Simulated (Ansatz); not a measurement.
# C2H4Cl: the cost of one run

Program: Ansatz 0.2.0, Gaussian basis. Level of theory: RKS PBE-D4/def2-SVPD. These are calculated values, not measurements.

Levels: PBE-D4, revPBE-D4, BLYP-D4, r2SCAN-D4, B97M-V, PBE0-D4, B3LYP-D4, HSE06-D4, wB97X-V, wB97M-V, B2PLYP, Hartree-Fock, MP2, CCSD, CCSD(T). The reference is CCSD(T) extrapolated to the basis limit.

Correlated methods freeze the cores. B3LYP uses VWN-RPA correlation. B2PLYP carries no dispersion term here.

163 further runs of the same task are left out: 163 set aside as unsound or not needed.

**1. Where the work starts**

The pair, from a GFN2-xTB docking trial: 7 atoms, charge -1, spin multiplicity 1.

Atoms are counted from 1 here; the program's logs count them from 0.

Bond lengths: C2–C3 1.317 Å, C2–H4 1.080 Å, C2–H5 1.084 Å, C3–H6 1.083 Å, C3–H7 1.081 Å. Angles: C3–C2–H4 121.5°, C3–C2–H5 122.7°, H4–C2–H5 115.9°, C2–C3–H6 121.6°, C2–C3–H7 122.2°, H6–C3–H7 116.2°.

Geometry (Å):

```xyz
7
charge -1, multiplicity 1
Cl   -0.00640   -0.02350   -3.36100
C    -0.24400    0.42900    0.99780
C     0.24580   -0.42340    0.12150
H    -0.81180    1.29370    0.68700
H    -0.10760    0.31230    2.06660
H     0.81450   -1.29100    0.43180
H     0.10940   -0.29710   -0.94360
```

Atoms 1 to 1 are fragment A (Cl−), the rest fragment B (C2H4).

**2. A first relaxation in a small basis**

pre/in.yaml

```yaml
crystal:
  periodic: [false, false, false]
  atoms:
    - {symbol: Cl, position_ang: [-0.006400, -0.023500, -3.361000]}
    - {symbol: C, position_ang: [-0.244000, 0.429000, 0.997800]}
    - {symbol: C, position_ang: [0.245800, -0.423400, 0.121500]}
    - {symbol: H, position_ang: [-0.811800, 1.293700, 0.687000]}
    - {symbol: H, position_ang: [-0.107600, 0.312300, 2.066600]}
    - {symbol: H, position_ang: [0.814500, -1.291000, 0.431800]}
    - {symbol: H, position_ang: [0.109400, -0.297100, -0.943600]}
basis:
  gaussian: {orbitals: def2-SVPD}
total_charge: -1
hamiltonian: {xc: pbe, dispersion: d4}
relax: {f_tol: 0.03, max_steps: 250}
```

Launch:

```
$ ansatz run in.yaml --threads 2 --pin off --events-out ev --progress --plain --max-ram 5222MiB
```

**Question.** How long does this run take on 2 threads of Arm Neoverse V2, shared host?

About 5.5 s.
